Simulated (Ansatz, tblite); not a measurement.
# Au(CO)H (CHAuO): one state, many levels

The task here is to estimate one member of a computed series from the others.

The runs use Ansatz 0.2.0, Gaussian basis; as each input shows.

The runs, in order: GFN1-xTB, GFN2-xTB, PBE-D4/def2-TZVP, r2SCAN-D4/def2-TZVP, HF/def2-TZVP, B97M-V/def2-TZVP, ωB97X-V/def2-TZVP, HSE06-D4/def2-TZVP, BHLYP-D4/def2-TZVP, r2SCAN0-D4/def2-TZVP, PBE-QIDH/def2-TZVP, PBE-D4/def2-SVP, PBE0-D4/def2-SVP, PBE0-D4/def2-TZVPD, PBE-D4/def2-TZVPD, r2SCAN-D4/def2-TZVPD, CCSD(T)/def2-TZVPP, MP2/def2-TZVP, RPA/def2-TZVP, CCSD(T)/def2-TZVPD.

## The geometry

The singlet was relaxed beforehand with PBE0-D4/def2-TZVP.

4 atoms, charge 0, spin multiplicity 1.

Bond lengths: Au1–C2 1.965 Å, Au1–H4 1.607 Å, C2–O3 1.125 Å. Angles: C2–Au1–H4 179.9°, Au1–C2–O3 180.0°.

Formally the metal is d10. Au takes a core potential in the def2 sets. No spin-orbit coupling is included.

PBE0-D4/def2-TZVP was run before; its log isn't repeated, and its numbers join the tables.

The first run:

Tight binding, by tblite at 300 K electronic temperature and without a spin-polarisation term:

```python
tblite.interface.Calculator('GFN1-xTB', numbers, positions, charge=0, uhf=0).singlepoint()
```

Tight binding, by tblite at 300 K electronic temperature and without a spin-polarisation term:

```python
tblite.interface.Calculator('GFN2-xTB', numbers, positions, charge=0, uhf=0).singlepoint()
```

start.molden holds the orbitals of an earlier run on this state, given as this run's starting guess.

in.yaml reads:

```yaml
crystal:
  periodic: [false, false, false]
  atoms:
    - {symbol: Au, position_ang: [-0.040091, 0.049609, -0.859848]}
    - {symbol: C, position_ang: [0.050641, -0.062826, 1.099988]}
    - {symbol: O, position_ang: [0.102308, -0.127041, 2.222147]}
    - {symbol: H, position_ang: [-0.112848, 0.140259, -2.462277]}
basis:
  gaussian: {orbitals: def2-TZVP, initial_orbitals: start.molden}
hamiltonian: {xc: pbe, dispersion: d4}
scf: {omitted_lower_state_checks: [starts]}
output: {forces: true, orbitals: {seedname: orbitals}}
```

Started as:

```
> ansatz run in.yaml --threads 4 --pin off --events-out ev --progress --plain --max-ram 3916MiB
```

Among the steps run: PBE-D4/def2-TZVP; r2SCAN-D4/def2-TZVP; HF/def2-TZVP; B97M-V/def2-TZVP; ωB97X-V/def2-TZVP; HSE06-D4/def2-TZVP; BHLYP-D4/def2-TZVP; r2SCAN0-D4/def2-TZVP; PBE-QIDH/def2-TZVP; PBE-D4/def2-SVP; PBE0-D4/def2-SVP; PBE0-D4/def2-TZVPD; PBE-D4/def2-TZVPD; r2SCAN-D4/def2-TZVPD; CCSD(T)/def2-TZVPP; MP2/def2-TZVP; RPA/def2-TZVP; CCSD(T)/def2-TZVPD.

One of the session's tables, all rows but one given; the rest of the session is left out.

It belongs to the step «Levels side by side». 

```
               level  HOMO (eV)  gap (eV)
        HF/def2-TZVP      -9.96     11.05
     PBE-D4/def2-SVP      -6.74      3.74
    PBE-D4/def2-TZVP      -6.79      3.76
   PBE-D4/def2-TZVPD          ?         ?
 r2SCAN-D4/def2-TZVP      -7.03      4.18
r2SCAN-D4/def2-TZVPD      -7.04      4.12
    B97M-V/def2-TZVP      -6.78      3.98
    PBE0-D4/def2-SVP      -7.73      5.66
   PBE0-D4/def2-TZVP      -7.78      5.70
  PBE0-D4/def2-TZVPD      -7.79      5.65
r2SCAN0-D4/def2-TZVP      -7.99      6.01
  HSE06-D4/def2-TZVP      -7.38      4.92
  BHLYP-D4/def2-TZVP      -8.69      7.56
   ωB97X-V/def2-TZVP     -10.00     10.02
```

Estimate the missing values for PBE-D4/def2-TZVPD.

**Answer.** HOMO (eV): -6.80; gap (eV): 3.71. In the column «HOMO (eV)» it lies between r2SCAN-D4/def2-TZVP (-7.03) and PBE-D4/def2-TZVP (-6.79).
